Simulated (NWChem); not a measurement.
# Correlation energy of Na (+1)

```xyz
1

Na     0.0000     0.0000     0.0000
```
Charge +1, spin multiplicity 1.

Program: NWChem.

Basis set: STO-3G. Each correlation energy counts from its own Hartree-Fock reference.

The correlated methods keep 1 core orbital frozen. No row is a measurement; the coupled-cluster row has its own basis-set and correlation limits.

Question: For the correlation energy, CCSD gives -39.1 mHa and CR-CCSD[T] gives -40.9 mHa. What do SCS-MP2 give?

Answer: SCS-MP2: -36.5 mHa.
